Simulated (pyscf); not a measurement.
Single points on ωB97X-D3(BJ)/def2-SVP structures (PySCF, gas phase).

Question: Estimate by transition-state theory the rate constant of H₃Si–SiH•–Cl + hydrogen (H₂) → H₃Si–SiH₂–Cl + H atom (H•) (doublet surface; H–H broken, H–Si formed) at 298 K, with ωB97M-D3(BJ)/def2-TZVP energies (ideal gas, 1 atm, RRHO with modes under 100 cm⁻¹ raised to 100, one conformer, R ln 2 for chiral ones without a mode under 150 cm⁻¹; no tunnelling).

Answer: The electronic barrier is 19.2 kcal/mol and the thermal terms add +5.2, so ΔG‡ = 24.4 kcal/mol. With k_BT/h = 6.21e+12 s⁻¹ and RT = 0.592 kcal/mol, and a volume of 4.06e-20 cm³ per molecule at 1 atm, k = 3.4e-25 cm³ molecule⁻¹ s⁻¹. Wigner's tunnelling factor for 902i cm⁻¹ would be 1.79, likely too low at so high a frequency. A shift of 1 kcal/mol in the barrier changes k by a factor 5.4. This is the saddle that the search found; another between the same sides may lie lower. The angle at the transferred H is 175°.
